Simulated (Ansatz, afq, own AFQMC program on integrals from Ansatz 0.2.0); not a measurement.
AFQMC on a folder of integrals that Ansatz 0.2.0 wrote.

```yaml
crystal:
  periodic: [false, false, false]
  atoms:
    - {symbol: Si, position_ang: [0.942902, -1.484352, -0.170150]}
    - {symbol: O, position_ang: [-0.143864, -0.301501, 0.258881]}
    - {symbol: Ga, position_ang: [-0.579325, 1.367310, -0.134679]}
    - {symbol: S, position_ang: [-2.191962, 2.319907, 0.981962]}
    - {symbol: Br, position_ang: [0.550774, 2.456266, -1.782007]}
    - {symbol: H, position_ang: [2.290617, -1.193968, 0.407513]}
    - {symbol: H, position_ang: [1.071535, -1.585714, -1.656453]}
    - {symbol: H, position_ang: [0.450973, -2.784935, 0.369781]}
    - {symbol: H, position_ang: [-2.391651, 1.206997, 1.725150]}
basis:
  gaussian: {orbitals: def2-TZVP}
magnetization: {spin_polarized: false}
correlation: {method: ccsd_t, electrons: outside_noble_gas, hamiltonian_folder: ham}
```

```sh
$ ansatz run in.yaml --threads 2 --pin off --events-out ev --progress --plain --max-ram 34560MiB --backend cuda --devices 0, --max-vram 37GiB
```

Options of the walk:

```
--method phaseless --trial cisd --walkers 400 --populations 10 --least-time 60 --time-step 0.005 --steps-per-block 50 --equilibration-blocks 28 --max-blocks 4000 --target-error 0.00033 --factor-cut 1e-05 --seed 1717 --release-times 0.2,0.4,0.6 --release-step 0.02 --release-every 5 --taylor-order 6
```

Times are imaginary, in 1/Eh. The walk had a cap of 370 s. With eight or more populations the least sampling time is a fifth of least-time, and the error comes from their spread. Filled inner d shells are frozen with the cores.

afq prints:

```
orbitals 186  electrons 15 15  factors 1385 of 1491
reference energy -5259.56583422 Eh
CCSD correlation -0.80548756 Eh in 11 cycles, weight of the determinant in the CISD state 0.7445
energy of the start -5260.371316 Eh
 block  time / (1/Eh)  mean weight  energy / Eh
     1     0.250  0.9993  -5260.334171
     2     0.500  1.0003  -5260.346101
     3     0.750  0.9995  -5260.369508
     4     1.000  1.0006  -5260.379528
     5     1.250  1.0006  -5260.382439
    10     2.500  1.0008  -5260.413889
    37     9.250  0.9981  -5260.402734
    67    16.750  1.0005  -5260.413052
    97    24.250  0.9992  -5260.407164
   127    31.750  0.9998  -5260.399081
   157    39.250  0.9989  -5260.398616
   169    42.250  1.0001  -5260.394937
   187    46.750  0.9978  -5260.407997
   217    54.250  0.9973  -5260.403151
   247    61.750  1.0014  -5260.411680
   265    66.250  1.0008  -5260.415408
   277    69.250  1.0009  -5260.403691
error from the spread of 10 populations
released: time / (1/Eh)  energy / Eh  error  mean overlap
  0.20  -5260.405680  0.000879  1.0058
  0.40  -5260.404886  0.000846  1.0136
  0.60  -5260.404763  0.000809  1.0182
energy -5260.406082 +/- 0.000684 Eh
(rows thinned)
```

The run passed its tests (sampling time, drift between the halves within three errors, error under three times the target), which doesn't prove that it has relaxed, ending at its cap on processor time.

Against this walk (error 18.6 meV) on the same determinant: CCSD(T) 69.3 meV higher. The error is statistical and leaves out the bias of the constraint. Released to 0.60 1/Eh the energy moves by 36 ± 29 meV (both errors), within twice the noise.

Cautions: constraint bias not in the error; error above the target (18.6 against 9.0 meV); no relativity below Rb; no spin-orbit coupling; inner d shell frozen.

The walk took 6.2 min on 1 × NVIDIA H100 80GB HBM3 with 4 threads of AMD EPYC 7R13 Processor (Zen 3), on a shared host (the card was shared). The log's last line is the phaseless energy.
